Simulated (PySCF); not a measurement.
## Scalar relativity in Ar (argon, neutral)

[Ar], closed-shell 1S; UHF calculated with PySCF 2.14 in dyall-av3z (19s12p3d2f, 84 functions), once non-relativistic with a point nucleus and once with spin-free X2C-1e and a Gaussian nucleus.

| shell | ε non-rel. (eV) | ε X2C (eV) | rms r non-rel. (bohr, spins averaged) | rms r X2C (bohr, spins averaged) | change of radius (%) |
| --- | --- | --- | --- | --- | --- |
| 1s | -3227.6 | -3240.6 | 0.09980 | 0.09913 | -0.67 |
| 2s | -335.31 | -337.67 | 0.4486 | 0.4462 | -0.52 |
| 2p | -260.46 | -260.54 | 0.4175 | 0.4168 | -0.18 |
| 3s | -34.761 | -35.007 | 1.533 | 1.527 | -0.40 |
| 3p | -16.084 | -16.065 | 1.820 | 1.819 | -0.03 |

The total energy goes from -526.8170 to -528.6318 hartree.

Ionisation energy, Ar [Ar] (1S) → Ar⁺ [Ne] 3s2 3p5 (2P) (eV):

```tsv
method	non-relativistic	spin-free X2C	shift
UHF	14.557	14.537	-0.020
MP2 (valence)	15.733	15.716	-0.017
SCS-MP2 (valence)	15.631	15.613	-0.017
CCSD (valence)	15.549	15.533	-0.017
CCSD(T) (valence)	15.604	15.588	-0.016
LDA	15.993	15.975	-0.017
PBE	15.708	15.690	-0.018
PBE0	15.717	15.699	-0.019
r2SCAN	15.760	15.743	-0.016
PW91	15.777	15.759	-0.018
```

Relativity contracts and stabilises s shells directly. The contracted s shells screen the nucleus better, so for spin-averaged p shells the direct and indirect effects partly cancel.
